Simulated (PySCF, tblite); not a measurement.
Dissociation curve of SiO, singlet.

Levels of theory: GFN2-xTB, 300 K electronic temperature (tblite); UCCSD(T) = CCSD(T) on UHF/6-31G, 6 core orbitals frozen (PySCF).

Energies relative to the lowest point of each curve near equilibrium, in kJ/mol; the last columns give the difference from UCCSD(T):

```tsv
R / Å	GFN2-xTB	UCCSD(T)	GFN2-xTB − UCCSD(T)
1.12	1718.6	1318.3	400.3
1.21	740.9	716.1	24.7
1.29	305.7	386.8	-81.1
1.35	133.8	226.3	-92.5
1.42	34.1	105.6	-71.5
1.46	9.2	60.9	-51.7
1.51	0.0	24.1	-24.1
1.55	5.3	7.0	-1.7
1.58	14.7	0.0	14.7
1.67	61.2	11.7	49.5
1.75	116.0	36.2	79.8
1.89	223.2	99.7	123.5
2.06	354.1	189.4	164.6
2.28	508.3	306.7	201.6
2.50	637.9	358.3	279.6
2.68	723.6	445.2	278.4
3.02	836.7	544.2	292.5
3.35	—	564.9	—
3.68	—	570.7	—
4.11	—	574.4	—
4.54	—	576.5	—
5.34	—	578.2	—
5.99	—	578.6	—
```

GFN2-xTB is furthest from UCCSD(T) at 1.12 (400.3 kJ/mol, above); its mean absolute difference over the points is 131.3 kJ/mol.

A dash means that the run gave no value there, or that the column was ended at a point which the program doubted or which failed a test of continuity chosen for this set; such a test can also cut sound points.

The unrestricted solution behind UCCSD(T) changes between 2.06 and 2.28 Å and between 2.28 and 2.50 Å, which can leave a kink. The unrestricted determinant behind UCCSD(T) is spin-contaminated at 1.67 to 5.99 Å (<S²> up to 2.0, against 0.00 for a pure singlet).
